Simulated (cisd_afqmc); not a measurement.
Input (AFQMC/CISD/aug-cc-pVTZ; cisd_afqmc is a phaseless AFQMC code with CISD trial states that reads the integrals written by Ansatz):

Ansatz 0.2 input:
```python
import cisd_afqmc

open("ham.yaml", "w").write("""\
crystal:
  periodic: [false, false, false]
  atoms:
    - {symbol: C, position_ang: [-0.01418324, -0.69579247, 0.00000000]}
    - {symbol: C, position_ang: [-0.00645124, 0.79522753, -0.00000000]}
    - {symbol: H, position_ang: [1.00336576, -1.10490247, 0.00000000]}
    - {symbol: H, position_ang: [-0.51429424, -1.09282947, 0.88341900]}
    - {symbol: H, position_ang: [-0.51429424, -1.09282947, -0.88341900]}
    - {symbol: H, position_ang: [0.07451476, 1.34697553, -0.92432000]}
    - {symbol: H, position_ang: [0.07451476, 1.34697553, 0.92432000]}
basis:
  gaussian:
    orbitals: aug-cc-pVTZ
magnetization: {spin_polarized: true, initial_magnetization: 1}
correlation: {method: ccsd, electrons: outside_noble_gas, hamiltonian_folder: ham}
""")
rep = cisd_afqmc.ansatz("ham.yaml")
e_ccsd = rep["correlation"]["coupled_cluster"]["energy"]["hartree"]
out = cisd_afqmc.run("ham", e_ccsd, trial="CISD", walkers=1000, populations=1, threads=12, dt=0.005, steps=40, early=24, settle=10, least=100,
    cut=5e-5, rank_cut=2e-4, target=0.0004, seconds=1000, seed=4, memory=62639, gpu=True)
```

Output:

```
orbitals 205, occupied [7, 6], factors 941 of 1152, rank of the doubles 635 of 2580
E(HF) = -78.628732
E(CCSD) on the cut factors = -78.995400, shift to the whole factors -0.000015
Energy of the trial state on the determinant = -78.995350
  tau behind 7.2 of longer steps, mean of the populations' last blocks
   2.0  -79.00936
   4.0  -79.00915
   6.0  -79.00928
   8.0  -79.00903
  10.0  -79.00921
  12.0  -79.00971
  14.0  -79.01040
  16.0  -79.00981
  18.0  -79.01055
  20.0  -79.00812
  22.0  -79.00880
blocks 100 (0 outliers left out), error by blocks joined: 1: 0.00013, 2: 0.00017, 4: 0.00020, 8: 0.00027
E(AFQMC/CISD) = -79.00941 +/- 0.00027
```

The error still grows at the longest joins of blocks, or few joins were possible, so the printed bar may be too narrow.
